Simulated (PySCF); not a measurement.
ethane (C2H6), SMILES CC.

Geometry optimised at ωB97X-D3(BJ)/def2-TZVP.

Two levels are set side by side: PBE/def2-TZVPD (PySCF) and PBE0/def2-TZVPD (PySCF). Same geometry, gas phase. Differences are taken from unrounded values.

```tsv
quantity	PBE0	PBE	PBE minus PBE0
orbital gap (eV)	10.12	8.06	-2.05
highest occupied level (eV)	-9.59	-8.14	1.45
lowest empty level (eV)	0.53	-0.08	-0.60
mean polarisability (bohr³)	28.7	29.7	1.0
```

PBE's occupied levels lie high since its potential decays too fast outside the molecule; exact exchange lowers them and widens the gap. PBE's more diffuse valence density responds more strongly to a field. Differences between two approximate levels are no errors against the true value.

Rough cost on one machine, each run with all the roots and properties that it gave: PBE0 against PBE within a factor of 2.
